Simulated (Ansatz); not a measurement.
Correlation energies of `Fc1cccs1` by basis set

```tsv
atom	x (Å)	y (Å)	z (Å)
F1	-2.6171	0.1059	-0.0146
C2	-1.3009	-0.0007	0.0849
C3	-0.3788	0.4719	-0.7887
C4	0.9358	0.1664	-0.3460
C5	0.9615	-0.5173	0.8292
S6	-0.6157	-0.8094	1.4332
H7	-0.6318	1.0063	-1.6932
H8	1.8293	0.4473	-0.8870
H9	1.8177	-0.8704	1.3822
```

Charge 0, multiplicity 1. The geometry is a stationary point of PBE0-D4/def2-TZVP. Frozen core, restricted reference, Ansatz 0.2.0. CBS rows extrapolate triple and quadruple zeta; past MP2 they add the triple-zeta difference.

```tsv
basis	HF (Eh)	MP2 corr.	CCSD corr.	(T)	CCSD(T) total
def2-SVP	-649.82502	-0.83219	-0.86400	-0.03332	-650.72234
def2-TZVPP	-650.26445	-1.04813	-1.06843	-0.05345	-651.38633
def2-QZVPP	-650.28636	-1.12786	–	–	–
CBS(def2)	-650.28938	-1.18691	-1.20722	as TZ	-651.55005
```
